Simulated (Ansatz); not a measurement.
We consider fluorite CdF₂, described by LC-ωPBE (plane waves, PAW; Ansatz, a program for electronic structure).

Run with plane-wave cutoff 460 eV, 8×8×8 k mesh, Fermi–Dirac smearing 0.01 eV, scalar-relativistic PAW data made under PBE.

Properties against volume:

| V (Å³/atom) | P (GPa) | direct gap at Γ (eV) | smallest gap on the k mesh (eV) |
|---|---|---|---|
| 12.459 | 6.33 | 11.556 | 11.035 |
| 12.787 | 2.93 | 11.497 | 10.931 |
| 13.070 | 0.38 | 11.446 | 10.844 |
| 13.443 | -2.54 | 11.377 | 10.732 |
| 13.771 | -4.73 | 11.316 | 10.637 |

The fundamental gap (10.83 eV at the equilibrium volume, on the SCF mesh) lies elsewhere than Γ–Γ.

Measured, for comparison: band gap 7.8 eV (temperature not stated, no zero-point or thermal correction, indirect W–Γ; as tabulated in Cappellini et al. (2013), arXiv:1302.2571).

Spin–orbit coupling is not included.
